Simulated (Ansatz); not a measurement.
`C=C1CC1=N` → `C/C=C/C#N`  (isomerisation)

Gas-phase electronic energies from Ansatz, PBE0-D4/def2-TZVP geometries. CCSD(T)/CBS adds triple-zeta CCSD(T) − MP2 to the extrapolated MP2 energy (def2 sets, frozen cores). This one scheme is used for every species. DFT in def2-TZVPP. B3LYP here is the variant with VWN-RPA as its local correlation; programs differ in this. HSE06 is defined as in plane-wave codes. One conformer a species, not always the lowest.

CCSD(T)/CBS gives -209.7 kJ/mol.

(1) Another level gave -198.3 kJ/mol. Which?
A. B3LYP-D4/def2-TZVPP
B. BHLYP/def2-TZVPP
C. HSE06-D4/def2-TZVPP
D. r2SCAN0/def2-TZVPP

Largest T1 diagnostic among the species: 0.013.

Answers

(1) A. B3LYP-D4 -198.3, HSE06-D4 -178.5, BHLYP -209.4, r2SCAN0 -188.2 kJ/mol.

At CCSD(T), def2-SVP lies −6.9 kJ/mol from the extrapolated value and def2-TZVPP −4.2 kJ/mol. In def2-TZVPP, CCSD(T) changes the Hartree–Fock value by +23.2 kJ/mol (the triples alone add +3.1 kJ/mol) and MP2 by +17.3 kJ/mol. Leaving LDA and LC-ωPBE aside and taking each functional with its dispersion term where it has one, the values, not all of them listed here, spread over 39.8 kJ/mol, from B2PLYP to PBE-D4. LDA lies +20.4 kJ/mol from PBE without D4.
